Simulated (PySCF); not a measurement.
C4H5N.

```xyz
10

C      0.0000     0.7135     0.9858
C      0.0000    -0.7135     0.9858
C      0.0000    -1.1248    -0.3342
N      0.0000     0.0000    -1.1223
C      0.0000     1.1248    -0.3342
H      0.0000     1.3667     1.8561
H      0.0000    -1.3667     1.8561
H      0.0000    -2.1209    -0.7708
H      0.0000     0.0000    -2.1333
H      0.0000     2.1209    -0.7708
```

Coordinates come from a B3LYP-D3(BJ)/def2-SVP optimisation.

All values below come from PySCF with B3LYP/pcSseg-1. Non-relativistic, no solvent.

Computed absolute GIAO shielding of each atom: isotropic value and principal components (ppm):
| atom | σ(iso) | σ11 | σ22 | σ33 | span |
|---|---|---|---|---|---|
| C1 | 64.0 | -20.2 | 54.0 | 158.0 | 178.2 |
| C2 | 64.0 | -20.2 | 54.0 | 158.0 | 178.2 |
| C3 | 57.8 | -19.3 | 56.8 | 136.0 | 155.3 |
| N4 | 87.6 | -8.3 | 96.5 | 174.6 | 182.9 |
| C5 | 57.8 | -19.3 | 56.8 | 136.0 | 155.3 |
| H6 | 25.1 | 22.8 | 25.8 | 26.6 | 3.7 |
| H7 | 25.1 | 22.8 | 25.8 | 26.6 | 3.7 |
| H8 | 24.8 | 21.8 | 25.6 | 26.8 | 5.0 |
| H9 | 24.0 | 18.4 | 24.1 | 29.7 | 11.3 |
| H10 | 24.8 | 21.8 | 25.6 | 26.8 | 5.0 |
